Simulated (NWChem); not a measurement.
# One shape, several levels: CClF3 (SMILES FC(F)(F)Cl)

Aim: a comparison of 6 runs (BLYP/def2-SVPD, M06-L/def2-SVPD, PBE0/def2-SVPD, SVWN5/def2-SVPD, TPSS/def2-SVPD, revPBE/def2-SVPD) of CClF3. 

Program for the calculation: NWChem 7.3.0.

## (1) The molecule

CClF3 has 5 atoms, charge 0, and is taken as a singlet. SMILES: `FC(F)(F)Cl`. Geometry: relaxed at PBE0-D4/def2-TZVP.

Bond lengths: F1–C2 1.322 Å, C2–F3 1.322 Å, C2–F4 1.322 Å, C2–Cl5 1.756 Å. Angles: F1–C2–F3 108.7°, F1–C2–F4 108.7°, F1–C2–Cl5 110.2°, F3–C2–F4 108.7°, F3–C2–Cl5 110.2°, F4–C2–Cl5 110.2°.

## (2) Energy and forces at BLYP/def2-SVPD (run 1)

mymol.nw reads:

```
start mymol
memory stack 880 mb heap 220 mb global 1100 mb

geometry noautosym nocenter noautoz
 F      0.213700     0.019100     1.326100
 C     -0.002200    -0.082500     0.026100
 F     -1.249600    -0.474600    -0.167100
 F      0.811700    -0.999000    -0.468500
 Cl     0.276300     1.463300    -0.758000
end

basis "ao basis" spherical bse
 * library def2-SVPD
end

dft
 xc becke88 lyp
 grid fine
 convergence energy 1e-08
 iterations 100
 mulliken
 print low
end

task dft gradient
```

Launch:

```sh
nwchem mymol.nw > mymol.out
```

What it wrote:

```text
[...]
 d= 0,ls=0.0,diis     1   -797.1834150150 -1.05D+03  2.39D-02  2.28D+00     1.4
[...]
 d= 0,ls=0.0,diis    10   -797.4257517155 -7.16D-09  1.11D-07  2.18D-10    11.1
         Total DFT energy =     -797.425751715491
      One electron energy =    -1602.265687155353
           Coulomb energy =      618.554584786124
    Exchange-Corr. energy =      -64.943292720647
 Nuclear repulsion energy =      251.228643374385
[...]
      Total Density - Mulliken Population Analysis
     ---------------------------------------------
    Atom       Charge   Shell Charges
 -----------   ------   -------------------------------------------------------
    1 F    9     9.29   1.99  1.15  0.76  0.10  3.36  1.78  0.14  0.01  0.01
    2 C    6     4.79   1.98  0.98 -0.22 -0.19  1.91  0.21  0.20 -0.09
    3 F    9     9.29   1.99  1.15  0.76  0.10  3.36  1.78  0.14  0.01  0.01
    4 F    9     9.29   1.99  1.15  0.76  0.10  3.36  1.78  0.14  0.01  0.01
    5 Cl  17    17.33   2.00  1.98  1.32  0.64  0.04  5.92  2.19  2.95  0.23  0.03  0.03
[...]
                         DFT ENERGY GRADIENTS
    atom               coordinates                        gradient
                 x          y          z           x          y          z
   1 F       0.403834   0.036094   2.505966   -0.004587  -0.002410  -0.027143
   2 C      -0.004157  -0.155902   0.049322   -0.000666  -0.003806   0.001956
   3 F      -2.361402  -0.896864  -0.315773    0.026101   0.007948   0.004193
   4 F       1.533891  -1.887836  -0.885337   -0.017118   0.018934   0.010510
   5 Cl      0.522131   2.765236  -1.432412   -0.003731  -0.020665   0.010484
 Task  times  cpu:       15.0s     wall:       15.0s
 Total times  cpu:       15.0s     wall:       15.0s
```

It took 16 s on 1 thread of AMD EPYC 9R45 (Zen 5), shared host; peak memory 0.13 GiB.

## (3) Energy and gradient at M06-L/def2-SVPD (run 2)

job.nw reads:

```
start job
title "CClF3 gradient"
memory 2200 mb
charge 0

geometry noautosym nocenter noautoz
   F     0.213700    0.019100    1.326100
   C    -0.002200   -0.082500    0.026100
   F    -1.249600   -0.474600   -0.167100
   F     0.811700   -0.999000   -0.468500
   Cl    0.276300    1.463300   -0.758000
end

basis spherical bse
   * library def2-SVPD
end

dft
   xc m06-l
   grid fine
   convergence energy 1e-08
   maxiter 100
   mulliken
   noprint "final vectors analysis"
end

task dft gradient
```

Launch:

```sh
nwchem job.nw > job.out
```

What it wrote:

```text
[...]
          Wavefunction type:  closed shell.
          No. of atoms     :     5
          No. of electrons :    50
[...]
          Charge           :     0
          Spin multiplicity:     1
[...]
          AO basis - number of functions:   116
[...]
              XC Information
              --------------
                        M06-L Method XC Functional
                         M06-L Exchange Functional  1.000
                       M06-L Correlation Potential  1.000
[...]
 d= 0,ls=0.0,diis     1   -797.2004202952 -1.05D+03  2.14D-02  1.94D+00     1.5
[...]
 d= 0,ls=0.0,diis    12   -797.4133923501 -9.22D-10  4.86D-07  7.81D-09    15.4
         Total DFT energy =     -797.413392350143
      One electron energy =    -1602.612241214593
           Coulomb energy =      618.960290903902
    Exchange-Corr. energy =      -64.990085413837
 Nuclear repulsion energy =      251.228643374385
[...]
      Total Density - Mulliken Population Analysis
     ---------------------------------------------
    Atom       Charge   Shell Charges
 -----------   ------   -------------------------------------------------------
    1 F    9     9.41   1.99  1.17  0.78  0.05  3.32  1.94  0.15  0.01  0.01
    2 C    6     4.24   1.99  0.97 -0.34 -0.21  1.83  0.06  0.20 -0.24
    3 F    9     9.41   1.99  1.17  0.78  0.05  3.32  1.94  0.15  0.01  0.01
    4 F    9     9.41   1.99  1.17  0.78  0.05  3.32  1.94  0.15  0.01  0.01
    5 Cl  17    17.52   2.00  1.99  1.26  0.75 -0.02  5.93  2.14  3.17  0.23  0.03  0.04
[...]
  wavefunction    = closed shell
                         DFT ENERGY GRADIENTS
    atom               coordinates                        gradient
                 x          y          z           x          y          z
   1 F       0.403834   0.036094   2.505966   -0.000534  -0.000414  -0.002991
   2 C      -0.004157  -0.155902   0.049322    0.000597   0.003231  -0.001640
   3 F      -2.361402  -0.896864  -0.315773    0.002900   0.000748   0.000533
   4 F       1.533891  -1.887836  -0.885337   -0.001939   0.001991   0.001273
   5 Cl      0.522131   2.765236  -1.432412   -0.001025  -0.005555   0.002825
[...]
```

It took 21 s on 1 thread of AMD EPYC 9R45 (Zen 5), shared host; peak memory 0.13 GiB.

Runs 3 to 5 aren't shown in full; the table further down has their settings and results.

## (4) Energy and forces at revPBE/def2-SVPD (run 6)

run.py reads:

```python
from ase import Atoms
from ase.calculators.nwchem import NWChem

system = Atoms(['F', 'C', 'F', 'F', 'Cl'], positions=[
    [0.213700, 0.019100, 1.326100],
    [-0.002200, -0.082500, 0.026100],
    [-1.249600, -0.474600, -0.167100],
    [0.811700, -0.999000, -0.468500],
    [0.276300, 1.463300, -0.758000],
])

calc = NWChem(
    label='a',
    theory='dft',
    memory='2200 mb',
    basis='def2-SVPD',
    basispar='spherical bse',
    dft={'xc': 'revpbe cpbe96', 'mult': '1', 'grid': 'fine', 'convergence': 'energy 1e-08', 'iterations': '100', 'mulliken': None},
)
system.calc = calc

forces = system.get_forces()
e = system.get_potential_energy()
print(f"E = {e:.6f} eV")
print("forces (eV/A):")
for s, f in zip(system.symbols, forces):
    print(f"{s:2s} {f[0]:10.5f} {f[1]:10.5f} {f[2]:10.5f}")
print("dipole (e A):", system.get_dipole_moment().round(4))
```

Launch:

```sh
export ASE_NWCHEM_COMMAND="nwchem PREFIX.nwi > PREFIX.nwo"
python run.py
```

What it wrote:

```text
E = -21694.779736 eV
forces (eV/A):
F     0.22441    0.14768    1.27537
C     0.03564    0.20379   -0.10459
F    -1.23650   -0.34535   -0.21633
F     0.82075   -0.86821   -0.51705
Cl    0.15571    0.86209   -0.43740
dipole (e A): [ 0.0072  0.0397 -0.0201]
```

The calculator wrote a.nwi:

```
title "a"

permanent_dir a

scratch_dir a

start a

geometry units angstrom nocenter noautosym noautoz
  F  2.1370000000000000e-01 1.9099999999999999e-02 1.3261000000000001e+00
  C  -2.2000000000000001e-03 -8.2500000000000004e-02 2.6100000000000002e-02
  F  -1.2496000000000000e+00 -4.7460000000000002e-01 -1.6710000000000000e-01
  F  8.1169999999999998e-01 -9.9900000000000000e-01 -4.6850000000000003e-01
  Cl 2.7629999999999999e-01 1.4633000000000000e+00 -7.5800000000000001e-01
end

memory 2200 mb

basis spherical bse noprint
   * library def2-SVPD
end

dft
  xc revpbe cpbe96
  mult 1
  grid fine
  convergence energy 1e-08
  iterations 100
  mulliken
end

task dft gradient
```

a.nwo, shortened:

```text
[...]
         Total DFT energy =     -797.268456546677
[...]
  wavefunction    = closed shell
                         DFT ENERGY GRADIENTS
    atom               coordinates                        gradient
                 x          y          z           x          y          z
   1 F       0.403834   0.036094   2.505966   -0.004364  -0.002872  -0.024802
   2 C      -0.004157  -0.155902   0.049322   -0.000693  -0.003963   0.002034
   3 F      -2.361402  -0.896864  -0.315773    0.024046   0.006716   0.004207
   4 F       1.533891  -1.887836  -0.885337   -0.015961   0.016884   0.010055
   5 Cl      0.522131   2.765236  -1.432412   -0.003028  -0.016765   0.008506
[...]
```

It took 16 s on 1 thread of AMD EPYC 9R45 (Zen 5), shared host; peak memory 0.13 GiB.

## (5) All runs side by side

```
run             level  energy (Eh)  largest force (eV/Å)  wall time
  1    BLYP/def2-SVPD  -797.425752                 1.421       16 s
  2   M06-L/def2-SVPD  -797.413392                 0.325       21 s
  3    PBE0/def2-SVPD  -796.987719                 0.148       13 s
  4   SVWN5/def2-SVPD  -793.773644                 0.165       13 s
  5    TPSS/def2-SVPD  -797.504405                 0.968       16 s
  6  revPBE/def2-SVPD  -797.268457                 1.303       16 s
```

## (6) Summary of results

| quantity | value |
| --- | --- |
| run 6: total energy | -797.26846 Eh |
| run 6: dipole moment | 0.22 D |
| run 6: HOMO energy | -8.55 eV |
| run 6: LUMO energy | -1.20 eV |
| run 6: HOMO–LUMO gap | 7.35 eV |
| run 6: largest force on an atom | 1.303 eV/Å |

In words: Over runs 2, 3, 4, 5, 6 the dipole moment (its size) runs from 0.22 D (revPBE/def2-SVPD) to 0.35 D (PBE0/def2-SVPD). Over runs 3, 4, 6 the HOMO–LUMO gap runs from 7.28 eV (SVWN5/def2-SVPD) to 9.97 eV (PBE0/def2-SVPD). Totals of different functionals can't be ranked against each other. All runs together took 94 s, the longest 21 s.
